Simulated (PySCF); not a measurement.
# Towards the basis-set limit for NH

The task here is to estimate one member of a computed series from the others.

Computed with PySCF 2.14.0. Level: CCSD(T) on ROHF, no relativity in the base curves; scalar relativity is added as a correction.

2 further runs of the same task are left out: 2 set aside as unsound or not needed.

The first run:

```
molecule             : NH
state                : triplet, unpaired electrons π ↑↑
smaller basis        : H aug-cc-pVTZ, N aug-cc-pVTZ
larger basis         : H aug-cc-pVQZ, N aug-cc-pVQZ
frozen core orbitals : 1
extrapolation        : correlation as n⁻³ (n = 3, 4), Hartree–Fock as (n+1)·exp(−9√n)
corrections          : core–valence correlation, scalar relativity
distances (Å)        : 0.9195, 0.9613, 1.0031, 1.0449, 1.0866, 1.1389, 1.1911
masses (u)           : 1.0078, 14.0031
dissociation limit   : H + N
```

Run with:

```sh
> OMP_NUM_THREADS=4 python comp.py task.json out
```

Among the steps run: Coupled cluster at each distance.

One of the session's tables, all rows but one given; the rest of the session is left out.

Parts of the energy along the bond, in eV from H + N:

| R (Å) | HF/CBS | CCSD corr. | (T) | core–valence | relativity |
| --- | --- | --- | --- | --- | --- |
| 0.9195 | -1.859 | -1.365 | -0.0410 | -0.0112 | 0.0030 |
| 0.9613 | -2.040 | -1.390 | -0.0444 | -0.0089 | 0.0031 |
| 1.0031 | ? | ? | ? | ? | ? |
| 1.0449 | -2.102 | -1.445 | -0.0520 | -0.0053 | 0.0030 |
| 1.0866 | -2.027 | -1.475 | -0.0561 | -0.0037 | 0.0029 |
| 1.1389 | -1.865 | -1.516 | -0.0616 | -0.0021 | 0.0028 |
| 1.1911 | -1.650 | -1.559 | -0.0676 | -0.0007 | 0.0025 |

**Question.** Estimate the row for R (Å) = 1.0031.

Worked estimate for «HF/CBS». A straight line through the neighbours (0.9613, -2.040) and (1.0449, -2.102) gives -2.040 + (-2.102 + 2.040) × (1.0031 − 0.9613) / (1.0449 − 0.9613) = -2.071; a parabola fitted to 4 rows on both sides gives -2.114.

The run gave: HF/CBS: -2.113; CCSD corr.: -1.416; (T): -0.0481; core–valence: -0.0070; relativity: 0.0031. In «HF/CBS» the line misses by +0.042 and the parabola by -0.001.

Caveats from the session: Spin–orbit coupling and excitations beyond (T) are left out.
